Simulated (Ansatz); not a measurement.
Ansatz (an electronic-structure program) input (CCSD(T)/aug-cc-pVDZ):

Ansatz 0.2 input:
```yaml
crystal:
  periodic: [false, false, false]
  atoms:
    - {symbol: C, position_ang: [0.67688169, 1.87909051, 0.00456160]}
    - {symbol: C, position_ang: [0.64867590, 0.51480462, -0.00128429]}
    - {symbol: C, position_ang: [-0.52064484, -0.34362682, 0.00133677]}
    - {symbol: C, position_ang: [-0.56703703, -1.69230207, -0.00434098]}
    - {symbol: H, position_ang: [-0.38805236, 2.22647996, 0.01191488]}
    - {symbol: H, position_ang: [1.59405509, -0.04915997, -0.00893608]}
    - {symbol: H, position_ang: [-1.46966202, 0.19639132, 0.00890315]}
    - {symbol: H, position_ang: [0.34230041, -2.28632637, -0.01192782]}
    - {symbol: H, position_ang: [-1.50589545, -2.23518239, -0.00159280]}
basis:
  gaussian:
    orbitals: aug-cc-pVDZ
total_charge: -1
magnetization: {spin_polarized: false}
correlation: {method: ccsd_t, electrons: outside_noble_gas}
output: {forces: true}
```

End of the output:

```
integrals: 0.33 GiB planned
1375 factors; integrals over basis functions are off by at most 9.1e-4 eV
mean field: 0.50 GiB planned
mean field evaluation 1: about -4195.3582 eV, gradient 2.8e1 eV
mean field evaluation 2: about -4195.3585 eV, gradient 2.8e1 eV
mean field evaluation 4: about -4198.1521 eV, gradient 4.4e0 eV
mean field evaluation 8: about -4198.2452 eV, gradient 1.8e-1 eV
mean field evaluation 16: about -4198.2366 eV, gradient 1.1e0 eV
mean field -4198.24550097 eV, -154.2826764876 hartree, gradient 3.0e-6 eV, S^2 0.000000; 0 other end points of the search recorded, 0 dependent functions left out; unrestricted orbitals would lower it
4 core orbitals not correlated
reference -4198.24550097 eV, -154.2826764876 hartree; 11, 11 occupied and 122, 122 virtual orbitals, 1375 factors
densities: 1.88 GiB planned
second order -15.38505437 eV of doubles, -0.00000000 eV of singles
coupled cluster: 0.99 GiB planned
cycle   1  -15.87325493 eV  change   -4.9e-1 eV  update   1.0e-1
cycle   2  -16.33647127 eV  change   -4.6e-1 eV  update   3.5e-2
cycle   3  -16.45768152 eV  change   -1.2e-1 eV  update   2.0e-2
cycle   4  -16.45510581 eV  change    2.6e-3 eV  update   7.7e-3
cycle   5  -16.45284200 eV  change    2.3e-3 eV  update   4.3e-3
cycle   6  -16.45316297 eV  change   -3.2e-4 eV  update   1.8e-3
cycle   7  -16.45296584 eV  change    2.0e-4 eV  update   1.0e-3
cycle   8  -16.45277039 eV  change    2.0e-4 eV  update   4.5e-4
cycle   9  -16.45281050 eV  change   -4.0e-5 eV  update   2.3e-4
cycle  10  -16.45289709 eV  change   -8.7e-5 eV  update   1.1e-4
cycle  11  -16.45280636 eV  change    9.1e-5 eV  update   6.0e-5
cycle  12  -16.45282689 eV  change   -2.1e-5 eV  update   3.1e-5
cycle  13  -16.45283377 eV  change   -6.9e-6 eV  update   1.4e-5
cycle  14  -16.45283737 eV  change   -3.6e-6 eV  update   6.9e-6
cycle  15  -16.45284150 eV  change   -4.1e-6 eV  update   3.9e-6
perturbative correction -0.75242923 eV, -0.0276512644 hartree
the calculation of the forces begins
Total energy: -4215.45077170 eV, -154.9149585250 hartree
Atom 0 at     0.676882     1.879091     0.004562 Å, force     0.359557     1.172076     0.003188 eV/Å
Atom 1 at     0.648676     0.514805    -0.001284 Å, force     0.530828    -0.715885    -0.006052 eV/Å
Atom 2 at    -0.520645    -0.343627     0.001337 Å, force    -0.428564     0.676519     0.005320 eV/Å
Atom 3 at    -0.567037    -1.692302    -0.004341 Å, force     0.054121    -0.818495    -0.003896 eV/Å
Atom 4 at    -0.388052     2.226480     0.011915 Å, force    -0.423763     0.187690     0.003144 eV/Å
Atom 5 at     1.594055    -0.049160    -0.008936 Å, force     0.387260    -0.207400    -0.003031 eV/Å
Atom 6 at    -1.469662     0.196391     0.008903 Å, force    -0.458980     0.228238     0.003515 eV/Å
Atom 7 at     0.342300    -2.286326    -0.011928 Å, force     0.435106    -0.278010    -0.003603 eV/Å
Atom 8 at    -1.505895    -2.235182    -0.001593 Å, force    -0.455566    -0.244733     0.001416 eV/Å
Dipole moment:    -0.733944    -1.287664    -0.001648 e Å
```

It need not be the lowest isomer of its formula. Whether it binds its extra electron was not tested at this geometry.
